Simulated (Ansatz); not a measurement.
**Worked example: vertical ionisation energy of SiHF2 (SMILES F[SiH]F)**

SiHF2: 4 atoms, total charge 0, spin state doublet. SMILES: `F[SiH]F`. Geometry: relaxed at GFN2-xTB.

Both states at this one shape; open shells run unrestricted unless said. 1 Eh = 27.2114 eV.

```
                             level  program  doublet SiHF2 (Eh)  singlet [SiHF2]+ (Eh)
                        UHF/STO-3G   Ansatz         -482.238455            -481.999369
                      UBLYP/STO-3G   Ansatz         -483.391777            -483.189387
                  U-r2SCAN0/STO-3G   Ansatz         -483.412893            -483.178867
FCI/STO-3G, 7 core orbitals frozen   Ansatz         -482.319583            -482.136051
```

Q: Work out the vertical ionisation energy at each level.

A: 
1. UHF/STO-3G: -481.999369 − (-482.238455) = 0.239086 Eh = 6.51 eV.
2. UBLYP/STO-3G: -483.189387 − (-483.391777) = 0.202390 Eh = 5.51 eV.
3. U-r2SCAN0/STO-3G: -483.178867 − (-483.412893) = 0.234026 Eh = 6.37 eV.
4. FCI/STO-3G: -482.136051 − (-482.319583) = 0.183532 Eh = 4.99 eV.

No measured value is set beside it here; the levels span 4.99 to 6.51 eV. Hartree–Fock favours the state with fewer electron pairs, since it lacks pair correlation. Minimal sets are far from the basis-set limit.
